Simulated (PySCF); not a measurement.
PySCF input file for hydrogen chloride (ClH), SMILES Cl, PBE0/pcSseg-2. Coordinates come from a PBE0-D3(BJ)/def2-TZVPD optimisation.

```python
import numpy as np
from pyscf import gto, scf, dft
from pyscf.prop.nmr import rks as nmr

mol = gto.M(
    atom='''
    Cl    0.00000000    0.00000000   -0.07107601
    H     0.00000000    0.00000000    1.20829209
    ''',
    basis='pcSseg-2',
    charge=0,
    spin=0,
    max_memory=1600,
    verbose=3,
)
mf = dft.RKS(mol, xc='pbe0')
mf.grids.level = 3
mf.conv_tol = 1e-10
mf.max_cycle = 100
mf.kernel()
n = nmr.NMR(mf)
n.verbose = 2
n.max_cycle_cphf = 60
sigma = n.kernel()
print('atom   isotropic/ppm   span/ppm')
for i, s in enumerate(sigma):
    w = np.linalg.eigvalsh((s + s.T) / 2)
    print(f'{mol.atom_symbol(i):2s}{i + 1:3d} {w.mean():14.3f} {w[2] - w[0]:11.3f}')
```

Log of the run:

```
converged SCF energy = -460.674716481837
atom   isotropic/ppm   span/ppm
Cl  1        945.331     305.186
H   2         30.665      21.672
```

The calculation finished and met its thresholds.
